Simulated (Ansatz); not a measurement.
Input file:

```yaml
crystal:
  periodic: [false, false, false]
  atoms:
    - {symbol: B, position_ang: [0.000000, 0.000000, 0.000000]}
    - {symbol: Al, position_ang: [0.000000, 0.000000, 7.135000]}
basis:
  gaussian: {orbitals: def2-SVP}
total_charge: -1
magnetization: {spin_polarized: false, initial_magnetization: 3}
correlation: {method: ccsdtqp, electrons: valence}
output: {forces: true}
```

```sh
$ ansatz run in.yaml --threads 1 --pin off --events-out ev --progress --plain --max-ram 2393MiB
```

Problem. One thing in this input was set wrong on purpose, beside settings that are merely unusual. What is the gravest fault, and what does the program do?

Solution. A method name that the input doesn't accept. How the run ends: refused.
```
Error: YAML parse error: error: line 10 column 23: unknown variant `ccsdtqp`, expected one of mp2, rpa, ccsd, ccsd_t, bccd, bccd_t, ccsdt, ccsdt_q, ccsdt_q_b, ccsdtq, fci, sc_nevpt2, fic_nevpt4_sd, fic_mrcisd_q, fic_mrcisd_q_relaxed
  --> <input>:10:23
   |
 8 | total_charge: -1
 9 | magnetization: {spin_polarized: false, initial_magnetization: 3}
10 | correlation: {method: ccsdtqp, electrons: valence}
   |                       ^ unknown variant `ccsdtqp`, expected one of mp2, rpa, ccsd, ccsd_t, bccd, bccd_t, ccsdt, ccsdt_q, ccsdt_q_b, ccsdtq, fci, sc_nevpt2, fic_nevpt4_sd, fic_mrcisd_q, fic_mrcisd_q_relaxed
11 | output: {forces: true}
   |
```
